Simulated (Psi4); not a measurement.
# UHF/6-31+G(d) (ZORA, Cartesian functions) run of CH2FO (SMILES [O]CF)

What is the energy change on altering one bond length of CH2FO at UHF/6-31+G* (ZORA, Cartesian functions)? 

Program for the calculation: Psi4 1.11.

3 further runs of the same task are left out: 3 set aside as unsound or not needed.

## 1. Starting point

CH2FO has 5 atoms, charge 0, and is taken as a doublet. SMILES: `[O]CF`. The shape is that of a PBE0-D4/def2-TZVP (4 decimals) optimisation.

Bond lengths: O1–C2 1.303 Å, C2–F3 1.376 Å, C2–H4 1.109 Å, C2–H5 1.109 Å. Angles: O1–C2–F3 115.4°, O1–C2–H4 109.4°, O1–C2–H5 109.4°, F3–C2–H4 107.5°, F3–C2–H5 107.5°, H4–C2–H5 107.3°.

## 2. A single-point energy at UHF/6-31+G(d) (ZORA, Cartesian functions)

The input, ch2fo.sdf:

```

     RDKit          3D

  5  4  0  0  0  0  0  0  0  0999 V2000
   -1.1227    0.2027    0.6100 O   0  0  0  0  0  1  0  0  0  0  0  0
   -0.0096   -0.0123   -0.0330 C   0  0  0  0  0  0  0  0  0  0  0  0
    1.1055   -0.1747    0.7572 F   0  0  0  0  0  0  0  0  0  0  0  0
   -0.1129   -0.9248   -0.6552 H   0  0  0  0  0  0  0  0  0  0  0  0
    0.1895    0.8355   -0.7203 H   0  0  0  0  0  0  0  0  0  0  0  0
  2  1  1  0
  3  2  1  0
  4  2  1  0
  5  2  1  0
M  RAD  1   1   2
M  END
$$$$
```

The input, job.py:

```python
import psi4
from rdkit import Chem

psi4.set_memory('1600 MB')
psi4.set_num_threads(1)
psi4.core.set_output_file('output.dat', False)

rd = Chem.SDMolSupplier('ch2fo.sdf', removeHs=False, sanitize=False)[0]
xyz = rd.GetConformer().GetPositions()
atoms = '\n'.join(f'{a.GetSymbol()} {x:.4f} {y:.4f} {z:.4f}' for a, (x, y, z) in zip(rd.GetAtoms(), xyz))
mol = psi4.geometry('0 2\n' + atoms + '\nsymmetry c1\nno_reorient\nno_com')

psi4.set_options({
    'basis': '6-31+G*',
    'reference': 'uhf',
    'scf_type': 'pk',
    'relativistic': 'zora',
})

E = psi4.energy('hf', molecule=mol)
print(f'total energy {E:.8f} hartree = {E * 27.211386:.5f} eV')
```

Command:

```console
$ python job.py
```

output.dat:

```text
[...]
  Running in c1 symmetry.
[...]
  Nuclear repulsion =   72.124732316924849
[...]
  Multiplicity = 2
[...]
  Nalpha       = 13
  Nbeta        = 12
[...]
    Number of basis functions: 61
[...]
   @UHF iter   1:  -213.34875531128699   -6.60197e-01   7.84799e-03 DIIS/ADIIS
[...]
   @UHF iter  11:  -213.52265009893830   -3.64309e-08   9.28391e-07 DIIS
[...]
   @S^2 Observed:                7.606515095E-01
[...]
    Orbital Energies [Eh]
    ---------------------
    Alpha Occupied:
       1A    -26.364256     2A    -20.709789     3A    -11.397100
       4A     -1.624373     5A     -1.474166     6A     -0.941445
       7A     -0.787486     8A     -0.750489     9A     -0.728067
      10A     -0.665246    11A     -0.612088    12A     -0.561497
      13A     -0.522421
    Alpha Virtual:
      14A      0.076110    15A      0.096952    16A      0.097724
      17A      0.102192    18A      0.259437    19A      0.279990
      20A      0.293009    21A      0.317925    22A      0.334811
      23A      0.361783    24A      0.373926    25A      0.386083
[...]
  @UHF Final Energy:  -213.52265009893830
   => Energetics <=
    Nuclear Repulsion Energy =             72.1247323169248489
    One-Electron Energy =                -437.9786659659723682
    Two-Electron Energy =                 152.3312835501092195
    Total Energy =                       -213.5226500989382998
  UHF NO Occupations:
  HONO-2 :   11  A 1.9982979
  HONO-1 :   12  A 1.9977618
[...]
 Multipole Moments:
 ------------------------------------------------------------------------------------
     Multipole            Electronic (a.u.)      Nuclear  (a.u.)        Total (a.u.)
 ------------------------------------------------------------------------------------
 L = 1.  Multiply by 2.5417464519 to convert [e a0] to [Debye]
 Dipole X            :         -1.9947784            1.8649707           -0.1298077
 Dipole Y            :          0.2049662           -0.2150508           -0.0100846
 Dipole Z            :        -20.0027123           19.1264850           -0.8762273
 Magnitude           :                                                    0.8858476
[...]
```

Standard output:

```text
total energy -213.52265010 hartree = -5810.24725 eV
```

Run time: 14 s. Hardware: 1 thread of Intel Xeon Platinum 8259CL at 2.50GHz (Skylake/Cascade Lake), shared host; peak memory 0.4 GiB.

## 3. The distorted shape, same level

The input, ch2fo.dat:

```
memory 1600 MB

molecule molecule1 {
  0 2
  O     -2.08398241     0.54321122     1.02288985
  C      0.01947174     0.13692011    -0.19220404
  F      2.12670534    -0.16997142     1.30105754
  H     -0.17573697    -1.58745498    -1.36799164
  H      0.35810310     1.57886618    -1.36116973
  units au
  symmetry c1
  no_reorient
  no_com
}

set globals {
  basis        6-31+G*
  reference    uhf
  scf_type     pk
  relativistic zora
}

energy('hf')
```

Command:

```console
$ psi4 -i ch2fo.dat -o ch2fo.out -n 1
```

ch2fo.out:

```text
[...]
  Running in c1 symmetry.
[...]
  Nuclear repulsion =   72.656714580144580
[...]
  Multiplicity = 2
[...]
  Nalpha       = 13
  Nbeta        = 12
[...]
    Number of basis functions: 61
[...]
   @UHF iter   1:  -213.35227744306351   -6.05063e-01   7.50131e-03 ADIIS/DIIS
[...]
   @UHF iter  15:  -213.51701422692429   -3.89194e-07   9.92812e-07 DIIS
[...]
   @S^2 Observed:                7.595514710E-01
[...]
    Orbital Energies [Eh]
    ---------------------
    Alpha Occupied:
       1A    -26.362144     2A    -20.708836     3A    -11.384944
       4A     -1.623298     5A     -1.474340     6A     -0.958569
       7A     -0.795816     8A     -0.752721     9A     -0.727423
      10A     -0.665132    11A     -0.613376    12A     -0.563933
      13A     -0.531433
    Alpha Virtual:
      14A      0.075379    15A      0.096951    16A      0.097315
      17A      0.102436    18A      0.260742    19A      0.280134
      20A      0.293016    21A      0.322166    22A      0.348123
      23A      0.361692    24A      0.373918    25A      0.388151
[...]
  @UHF Final Energy:  -213.51701422692429
   => Energetics <=
    Nuclear Repulsion Energy =             72.6567145801445804
    One-Electron Energy =                -438.9886768288097301
    Two-Electron Energy =                 152.8149480217408609
    Total Energy =                       -213.5170142269242888
  UHF NO Occupations:
  HONO-2 :   11  A 1.9982848
  HONO-1 :   12  A 1.9982115
[...]
 Multipole Moments:
 ------------------------------------------------------------------------------------
     Multipole            Electronic (a.u.)      Nuclear  (a.u.)        Total (a.u.)
 ------------------------------------------------------------------------------------
 L = 1.  Multiply by 2.5417464519 to convert [e a0] to [Debye]
 Dipole X            :         -2.9028361            2.7676854           -0.1351508
 Dipole Y            :         -3.6265499            3.6288788            0.0023289
 Dipole Z            :        -16.8941779           16.0102511           -0.8839269
 Magnitude           :                                                    0.8942024
[...]
```

Run time: 14 s. Hardware: 1 thread of Intel Xeon Platinum 8259CL at 2.50GHz (Skylake/Cascade Lake), shared host; peak memory 0.37 GiB.

## 4. Outcome

Level: UHF/6-31+G* (ZORA, Cartesian functions).

| quantity | value |
| --- | --- |
| first shape: total energy | -213.52265 Eh |
| first shape: dipole moment | 2.25 D |
| first shape: HOMO energy (highest over α and β) | -14.11 eV |
| first shape: LUMO energy (lowest over α and β) | 1.58 eV |
| first shape: ⟨S²⟩ | 0.761 |
| distorted shape: total energy | -213.51701 Eh |
| distorted shape: dipole moment | 2.27 D |
| distorted shape: HOMO energy (highest over α and β) | -14.14 eV |
| distorted shape: LUMO energy (lowest over α and β) | 1.64 eV |
| distorted shape: ⟨S²⟩ | 0.760 |
| energy change with the C2–H5 bond shortened from 1.109 to 0.999 Å | 0.153 eV |

What this shows: With the C2–H5 bond shortened from 1.109 to 0.999 Å the energy rises by 0.15 eV (14.8 kJ/mol). The first shape isn't relaxed at this level, so the change isn't measured from a minimum.
